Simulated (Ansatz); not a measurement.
in.yaml

```yaml
crystal:
  periodic: [false, false, false]
  atoms:
    - {symbol: O, position_ang: [0.000000, 0.734058, -0.028136]}
    - {symbol: O, position_ang: [0.000000, -0.734058, -0.028136]}
    - {symbol: H, position_ang: [0.839547, 0.880752, 0.446615]}
    - {symbol: H, position_ang: [-0.839547, -0.880752, 0.446615]}
basis:
  gaussian: {orbitals: STO-3G}
correlation: {method: fci, electrons: outside_noble_gas}
```

```sh
$ ansatz run in.yaml --threads 1 --pin off --events-out ev --progress --plain --max-ram 3956MiB --backend cpu
```

Output:

```
186 factors; integrals over basis functions are off by at most 5.4e-8 eV
mean field evaluation 1: about -4047.1698 eV, gradient 1.2e1 eV
mean field evaluation 2: about -4047.2916 eV, gradient 1.2e1 eV
mean field evaluation 4: about -4047.8981 eV, gradient 3.7e-1 eV
mean field evaluation 8: about -4047.8984 eV, gradient 2.4e-4 eV
mean field -4047.89836950 eV, -148.7575213150 hartree, gradient 3.2e-6 eV, S^2 0.000000; 0 other end points of the search recorded, 0 dependent functions left out
2 core orbitals not correlated: weight in the atoms' cores, before any rotation towards them, 1.000 or more for the frozen orbitals, at most 0.000 for the correlated occupied ones
reference -4047.89836950 eV, -148.7575213150 hartree; 7, 7 occupied and 3, 3 virtual orbitals, 186 factors
state -4050.96406113 eV, -148.8701834046 hartree
Total energy: -4050.96406113 eV, -148.8701834046 hartree
```

Ran on 1 thread of AMD EPYC 7R13, shared host: 0.33 s wall, 0.11 GiB peak host memory.
